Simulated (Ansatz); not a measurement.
Basis-set extrapolation for `[SiH3]` radical (PBE0-D4/def2-TZVP geometry, frozen core, Ansatz). Multiplicity 2, UHF reference.

```
                      def2-TZVPP   def2-QZVPP
                 HF  -290.637286  -290.646444
    MP2 correlation    -0.116780    -0.124719
CCSD(T) correlation    -0.146554    -0.153130
```

Energies in hartree. Use E(X) = E(∞) + A·exp(−7.88·√X) for Hartree–Fock and E(X) = E(∞) + B·X^(−2.97) for correlation, with X = 3 and 4.

Problem. What is the CCSD(T) energy at the basis-set limit?

Solution. HF limit: -290.646444 + (-0.009158) × 0.13774 = -290.64771. Correlation limit: -0.153130 + (-0.006576) × 0.74074 = -0.15800. Total: -290.80571 hartree, 57.4 kJ/mol below CCSD(T)/def2-TZVPP.
